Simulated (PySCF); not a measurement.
**XPS shifts beside NMR shieldings**

Compound: 2-propyne-1-thiol, C3H4S.
Numbering: `[CH:1]#[C:2][CH2:3][SH:4]`

Binding energies: PySCF 2.14.0, delta-SCF UKS SCAN, pcX-2 on the ionised atom, pcseg-1 elsewhere, spin-free X2C. Shieldings: GIAO PBE0/pcSseg-1, non-relativistic, same geometry.

| atom | isotropic shielding (ppm) |
| --- | --- |
| C1 | 106.9 |
| C2 | 100.2 |
| C3 | 168.4 |

Q: What are the C 1s binding energies of these atoms?

A: 
```
atom                 environment  C 1s (eV)  isotropic shielding (ppm)
  C1      terminal alkyne carbon     290.36                      106.9
  C2               alkyne carbon     290.94                      100.2
  C3  sp3 carbon bound to sulfur     292.37                      168.4
```

Q: Among the listed atoms, is the one with the highest binding energy also the least shielded?

A: No. The highest binding energy is at C3 (292.37 eV, shielding 168.4 ppm), the lowest shielding at C2 (100.2 ppm, 290.94 eV).

By binding energy: C1 < C2 < C3. By shielding: C2 < C1 < C3.

Spin contamination (⟨S²⟩ against 0.75 for a pure doublet) is marked for C 1s of C2 (0.86), which makes this value less certain. Isolated species at its GFN2-xTB geometry (one conformer only).

The values belong to the conformer `[CH:1]#[C:2][CH2:3][SH:4]`: H–S4–C3–C2 -56°.
